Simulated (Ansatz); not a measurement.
Input for Ansatz (development build ahead of 0.2.0):

```yaml
crystal:
  periodic: [false, false, false]
  atoms:
    - { symbol: O, position_ang: [0.06435, -0.05875, -0.07821] }
    - { symbol: H, position_ang: [-0.03426, 0.82379, 0.58672] }
    - { symbol: H, position_ang: [0.10992, -0.67054, 0.52522] }
basis:
  gaussian: { orbitals: cc-pVDZ }
hamiltonian:
  xc: hf
correlation:
  method: mp2
  frozen_orbitals: { H: 0, O: 1 }
```

The input is written out in the form of the current development build from the run's settings.

Results

```json
{
  "Converged": "yes",
  "Reference energy": "-75.99551 hartree",
  "Correlation energy": "-0.20386 hartree",
  "Total energy": "-76.19937 hartree",
  "Spin squared of the determinant": "0.000"
}
```

Caution: bonds are stretched, where a single reference can fail; stretched shape with no unrestricted run beside it, a lower state can exist.
